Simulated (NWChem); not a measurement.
The numbers come from NWChem runs, not from measurements. System: S2, charge 0, spin multiplicity 3, displaced from the optimised geometry. Its SCF solution wasn't tested for a lower state. Level: UPBE0/def2-TZVP.

The NWChem input:

```
start mol
memory heap 200 mb stack 800 mb global 1000 mb
geometry units angstroms nocenter noautoz
  S      0.000000     0.000000     0.971011
  S      0.000000     0.000000    -0.971011
  symmetry group D2h
end
basis spherical
  * library def2-tzvp
end
dft
  xc pbe0
  odft
  mult 3
  semidirect memsize 60000000 filesize 0
  iterations 100
  grid coarse
end
task dft gradient
```

Part of the output:

```
             Northwest Computational Chemistry Package (NWChem) 7.3.0
             --------------------------------------------------------

                                NWChem Input Module
                                -------------------

 Scaling coordinates for geometry "geometry" by  1.889725989
 (inverse scale =  0.529177249)

 Turning off AUTOSYM since
 SYMMETRY directive was detected!

                             Geometry "geometry" -> ""
                             -------------------------

 Output coordinates in angstroms (scale by  1.889725989 to convert to a.u.)

  No.       Tag          Charge          X              Y              Z
 ---- ---------------- ---------- -------------- -------------- --------------
    1 S                   16.0000     0.00000000     0.00000000     0.97101100
    2 S                   16.0000     0.00000000     0.00000000    -0.97101100

 Effective nuclear repulsion energy (a.u.)      69.7568697697

            Nuclear Dipole moment (a.u.)
            ----------------------------
        X                 Y               Z
 ---------------- ---------------- ----------------
     0.0000000000     0.0000000000     0.0000000000

      Symmetry information
      --------------------

 Group name             D2h
 Group number             26
 Group order               8
 No. of unique centers     1

      Symmetry unique atoms

     1


 Summary of "ao basis" -> "" (spherical)
 ------------------------------------------------------------------------------
       Tag                 Description            Shells   Functions and Types
 ---------------- ------------------------------  ------  ---------------------
 *                         def2-tzvp                  on all atoms

                                 NWChem DFT Module
                                 -----------------

 Summary of "ao basis" -> "ao basis" (spherical)
 ------------------------------------------------------------------------------
       Tag                 Description            Shells   Functions and Types
 ---------------- ------------------------------  ------  ---------------------
 S                         def2-tzvp                13       37   5s5p2d1f

 Summary of "ao basis" -> "ao basis" (spherical)
 ------------------------------------------------------------------------------
       Tag                 Description            Shells   Functions and Types
 ---------------- ------------------------------  ------  ---------------------
 S                         def2-tzvp                13       37   5s5p2d1f

      Symmetry analysis of basis
      --------------------------

        ag         16
        au          3
        b1g         3
        b1u        16
        b2g         9
        b2u         9
        b3g         9
        b3u         9

            General Information
            -------------------
          SCF calculation type: DFT
          Wavefunction type:  spin polarized.
          No. of atoms     :     2
          No. of electrons :    32
           Alpha electrons :    17
            Beta electrons :    15
          Charge           :     0
          Spin multiplicity:     3
          Use of symmetry is: on ; symmetry adaption is: on
          Maximum number of iterations: 100
          AO basis - number of functions:    74
                     number of shells:    26
          Convergence on energy requested:  1.00D-06
          Convergence on density requested:  1.00D-05
          Convergence on gradient requested:  5.00D-04

              XC Information
              --------------
                         PBE0 Method XC Functional
                     Hartree-Fock (Exact) Exchange  0.250
          PerdewBurkeErnzerhof Exchange Functional  0.750
            Perdew 1991 LDA Correlation Functional  1.000 local
           PerdewBurkeErnz. Correlation Functional  1.000 non-local

             Grid Information
             ----------------
          Grid used for XC integration:  coarse
          Radial quadrature: Mura-Knowles
          Angular quadrature: Lebedev.
          Tag              B.-S. Rad. Rad. Pts. Rad. Cut. Ang. Pts.
          ---              ---------- --------- --------- ---------
          S                   1.00       70           7.0       302
          Grid pruning is: on
          Number of quadrature shells:    70
          Spatial weights used:  Erf1

          Convergence Information
          -----------------------
          Convergence aids based upon iterative change in
          total energy or number of iterations.
          Levelshifting, if invoked, occurs when the
          HOMO/LUMO gap drops below (HL_TOL):  1.00D-02
          DIIS, if invoked, will attempt to extrapolate
          using up to (NFOCK): 10 stored Fock matrices.

                    Damping( 0%)  Levelshifting(0.5)       DIIS
                  --------------- ------------------- ---------------
          dE  on:    start            ASAP                start
          dE off:    2 iters        100 iters           100 iters

      Screening Tolerance Information
      -------------------------------
          Density screening/tol_rho:  1.00D-10
          AO Gaussian exp screening on grid/accAOfunc:  14
          CD Gaussian exp screening on grid/accCDfunc:  20
          XC Gaussian exp screening on grid/accXCfunc:  20
          Schwarz screening/accCoul:  1.00D-08

      Superposition of Atomic Density Guess
      -------------------------------------

 Sum of atomic energies:        -794.95900267

      Non-variational initial energy
      ------------------------------
[...]
     5      0.231948  1 S  s                 42      0.231948  2 S  s
    14      0.171604  1 S  pz                51     -0.171604  2 S  pz
    20      0.156874  1 S  pz                57     -0.156874  2 S  pz
     4      0.153840  1 S  s                 41      0.153840  2 S  s

 Vector   14  Occ=1.000000D+00  E=-3.340512D-01  Symmetry=b3u
              MO Center=  1.9D-15,  1.6D-30,  8.7D-17, r^2= 2.0D+00
   Bfn.  Coefficient  Atom+Function         Bfn.  Coefficient  Atom+Function
  ----- ------------  ---------------      ----- ------------  ---------------
    15      0.356152  1 S  px                52      0.356152  2 S  px
    18      0.208479  1 S  px                55      0.208479  2 S  px
    12      0.155848  1 S  px                49      0.155848  2 S  px
     6     -0.133864  1 S  px                43     -0.133864  2 S  px
     9     -0.060523  1 S  px                46     -0.060523  2 S  px

 Vector   15  Occ=1.000000D+00  E=-3.340512D-01  Symmetry=b2u
              MO Center=  4.3D-30,  5.1D-15,  1.6D-16, r^2= 2.0D+00
   Bfn.  Coefficient  Atom+Function         Bfn.  Coefficient  Atom+Function
  ----- ------------  ---------------      ----- ------------  ---------------
    16      0.356152  1 S  py                53      0.356152  2 S  py
    19      0.208479  1 S  py                56      0.208479  2 S  py
    13      0.155848  1 S  py                50      0.155848  2 S  py
     7     -0.133864  1 S  py                44     -0.133864  2 S  py
    10     -0.060523  1 S  py                47     -0.060523  2 S  py

 Vector   16  Occ=0.000000D+00  E=-1.353578D-01  Symmetry=b2g
              MO Center=  1.3D-19, -7.2D-33,  1.9D-16, r^2= 2.8D+00
   Bfn.  Coefficient  Atom+Function         Bfn.  Coefficient  Atom+Function
  ----- ------------  ---------------      ----- ------------  ---------------
    15      0.384232  1 S  px                18      0.383305  1 S  px
    52     -0.384232  2 S  px                55     -0.383305  2 S  px
    12      0.182518  1 S  px                49     -0.182518  2 S  px
     6     -0.145113  1 S  px                43      0.145113  2 S  px
     9     -0.066613  1 S  px                46      0.066613  2 S  px

 Vector   17  Occ=0.000000D+00  E=-1.353578D-01  Symmetry=b3g
              MO Center=  3.7D-31,  9.7D-20, -6.6D-17, r^2= 2.8D+00
   Bfn.  Coefficient  Atom+Function         Bfn.  Coefficient  Atom+Function
  ----- ------------  ---------------      ----- ------------  ---------------
    16      0.384232  1 S  py                19      0.383305  1 S  py
    53     -0.384232  2 S  py                56     -0.383305  2 S  py
    13      0.182518  1 S  py                50     -0.182518  2 S  py
     7     -0.145113  1 S  py                44      0.145113  2 S  py
    10     -0.066613  1 S  py                47      0.066613  2 S  py

 Vector   18  Occ=0.000000D+00  E= 3.073799D-03  Symmetry=b1u
              MO Center= -1.7D-16, -1.7D-16,  4.6D-15, r^2= 3.9D+00
   Bfn.  Coefficient  Atom+Function         Bfn.  Coefficient  Atom+Function
  ----- ------------  ---------------      ----- ------------  ---------------
     5      0.859331  1 S  s                 42     -0.859331  2 S  s
    20     -0.854312  1 S  pz                57     -0.854312  2 S  pz
    17     -0.404905  1 S  pz                54     -0.404905  2 S  pz
     4      0.164918  1 S  s                 41     -0.164918  2 S  s
     3     -0.153993  1 S  s                 40      0.153993  2 S  s

   alpha - beta orbital overlaps
   -----------------------------

   alpha      1      2      3      4      5      6      7      8      9     10
    beta      1      2      3      4      8      7     10      9      5      6
 overlap   1.000  1.000  1.000  1.000  1.000  1.000  1.000  1.000  1.000  1.000

   alpha     11     12     13     14     15     16     17     18     19     20
    beta     11     12     13     15     14     17     16     18     19     20
 overlap   0.998  0.999  0.998  0.998  0.998  0.999  0.999  0.999  0.999  0.994

   alpha     21     22     23     24     25     26     27     28     29     30
    beta     21     22     23     24     25     26     27     28     29     30
 overlap   0.994  1.000  1.000  1.000  0.992  0.992  0.999  0.999  1.000  1.000

   alpha     31     32     33     34     35     36     37     38     39     40
    beta     31     32     33     34     35     36     37     38     39     40
 overlap   1.000  1.000  0.999  1.000  1.000  1.000  1.000  1.000  1.000  1.000

   alpha     41     42     43     44     45     46     47     48     49     50
    beta     41     42     43     45     44     46     47     48     49     50
 overlap   1.000  1.000  1.000  1.000  1.000  1.000  1.000  1.000  1.000  1.000

   alpha     51     52     53     54     55     56     57     58     59     60
    beta     52     51     53     54     55     56     57     58     59     60
 overlap   1.000  1.000  1.000  1.000  1.000  1.000  1.000  1.000  1.000  1.000

   alpha     61     62     63     64     65     66     67     68     69     70
    beta     61     62     63     65     64     66     67     68     69     70
 overlap   1.000  1.000  1.000  1.000  1.000  1.000  1.000  1.000  1.000  1.000

   alpha     71     72     73     74
    beta     71     72     73     74
 overlap   1.000  1.000  1.000  1.000

     --------------------------
     Expectation value of S2:
     --------------------------
      <S2> =      2.0113 (Exact =     2.0000)

 center of mass
 --------------
 x =   0.00000000 y =   0.00000000 z =   0.00000000

 moments of inertia (a.u.)
 ------------------
         215.301334618426           0.000000000000           0.000000000000
           0.000000000000         215.301334618426           0.000000000000
           0.000000000000           0.000000000000           0.000000000000

     Multipole analysis of the density
     ---------------------------------

     L   x y z        total         alpha         beta         nuclear
     -   - - -        -----         -----         ----         -------
     0   0 0 0     -0.000000    -17.000000    -15.000000     32.000000

     1   1 0 0      0.000000     -0.000000      0.000000      0.000000
     1   0 1 0     -0.000000     -0.000000     -0.000000      0.000000
     1   0 0 1      0.000000      0.000000     -0.000000      0.000000

     2   2 0 0    -19.165153    -11.418511     -7.746642      0.000000
     2   1 1 0     -0.000000     -0.000000     -0.000000      0.000000
     2   1 0 1      0.000000      0.000000      0.000000      0.000000
     2   0 2 0    -19.165153    -11.418511     -7.746642      0.000000
     2   0 1 1     -0.000000      0.000000     -0.000000      0.000000
     2   0 0 2    -17.548684    -68.209509    -57.083883    107.744708

            General Information
            -------------------
          SCF calculation type: DFT
          Wavefunction type:  spin polarized.
          No. of atoms     :     2
          No. of electrons :    32
           Alpha electrons :    17
            Beta electrons :    15
          Charge           :     0
          Spin multiplicity:     3
          Use of symmetry is: on ; symmetry adaption is: on
          Maximum number of iterations: 100
          AO basis - number of functions:    74
                     number of shells:    26
          Convergence on energy requested:  1.00D-06
          Convergence on density requested:  1.00D-05
          Convergence on gradient requested:  5.00D-04

              XC Information
              --------------
                         PBE0 Method XC Functional
                     Hartree-Fock (Exact) Exchange  0.250
          PerdewBurkeErnzerhof Exchange Functional  0.750
            Perdew 1991 LDA Correlation Functional  1.000 local
           PerdewBurkeErnz. Correlation Functional  1.000 non-local

             Grid Information
             ----------------
          Grid used for XC integration:  coarse
          Radial quadrature: Mura-Knowles
          Angular quadrature: Lebedev.
          Tag              B.-S. Rad. Rad. Pts. Rad. Cut. Ang. Pts.
          ---              ---------- --------- --------- ---------
          S                   1.00       70           7.0       302
          Grid pruning is: on
          Number of quadrature shells:    70
          Spatial weights used:  Erf1

          Convergence Information
          -----------------------
          Convergence aids based upon iterative change in
          total energy or number of iterations.
          Levelshifting, if invoked, occurs when the
          HOMO/LUMO gap drops below (HL_TOL):  1.00D-02
          DIIS, if invoked, will attempt to extrapolate
          using up to (NFOCK): 10 stored Fock matrices.

                    Damping( 0%)  Levelshifting(0.5)       DIIS
                  --------------- ------------------- ---------------
          dE  on:    start            ASAP                start
          dE off:    2 iters        100 iters           100 iters

      Screening Tolerance Information
      -------------------------------
          Density screening/tol_rho:  1.00D-10
          AO Gaussian exp screening on grid/accAOfunc:  14
          CD Gaussian exp screening on grid/accCDfunc:  20
          XC Gaussian exp screening on grid/accXCfunc:  20
          Schwarz screening/accCoul:  1.00D-08

                            NWChem DFT Gradient Module
                            --------------------------

  charge          =   0.00
  wavefunction    = open shell

  Using symmetry

                         DFT ENERGY GRADIENTS

    atom               coordinates                        gradient
                 x          y          z           x          y          z
   1 S       0.000000   0.000000   1.834945    0.000000   0.000000   0.031513
   2 S       0.000000   0.000000  -1.834945    0.000000   0.000000  -0.031513

                 ----------------------------------------
                 |  Time  |  1-e(secs)   |  2-e(secs)   |
                 ----------------------------------------
                 |  CPU   |       0.00   |       0.90   |
                 ----------------------------------------
                 |  WALL  |       0.00   |       0.90   |
                 ----------------------------------------

 Task  times  cpu:        2.0s     wall:        2.0s

 Total times  cpu:        2.1s     wall:        2.1s
```
